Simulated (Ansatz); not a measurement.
Basis sets compared for AlH2(CH2SiH3) (CH7AlSi). The state is a singlet with charge 0. Geometry r2SCAN-D4/def2-TZVP. Ansatz on 4 threads of Arm Neoverse V1 on a shared host; times are rough, and most runs start from earlier orbitals.

```csv
atom,x (Å),y (Å),z (Å)
Al1,-0.438,0.164,1.739
H2,0.469,1.114,2.629
H3,-1.205,-1.058,2.398
C4,-0.592,0.488,-0.174
Si5,0.678,-0.411,-1.208
H6,-1.581,0.173,-0.527
H7,-0.482,1.559,-0.380
H8,2.055,-0.014,-0.802
H9,0.562,-1.882,-1.012
H10,0.534,-0.132,-2.663
```

Binding counts from free atoms (Al doublet, H doublet, C triplet, Si triplet) in the same basis, without a counterpoise term.

| level | functions | energy (Eh) | HOMO (eV) | LUMO (eV) | binding per atom (eV) | wall time |
| --- | --- | --- | --- | --- | --- | --- |
| HF/STO-3G | 30 | -566.0960 | -8.45 | 8.77 | 3.56 | 0.1 s |
| HF/6-31G | 49 | -572.6584 | -10.88 | 1.14 | 2.20 | 0.25 s |
| PBE-D4/def2-SVP | 85 | -573.6604 | -6.84 | -2.22 | 3.14 | 0.65 s |
| PBE0-D4/def2-SVP | 85 | -573.7316 | -8.09 | -1.45 | 3.14 | 0.76 s |

**Question.** Estimate the rows for HF/def2-TZVP, PBE-D4/def2-TZVP (with forces), PBE0-D4/def2-TZVP.

**Answer.** 
```csv
level,functions,energy (Eh),HOMO (eV),LUMO (eV),binding per atom (eV),wall time
HF/def2-TZVP,147,-572.8155,-11.03,1.21,2.45,0.6 s
PBE-D4/def2-TZVP (with forces),147,-573.8956,-6.87,-2.25,3.13,1.5 s
PBE0-D4/def2-TZVP,147,-573.9623,-8.09,-1.48,3.13,1.5 s
```
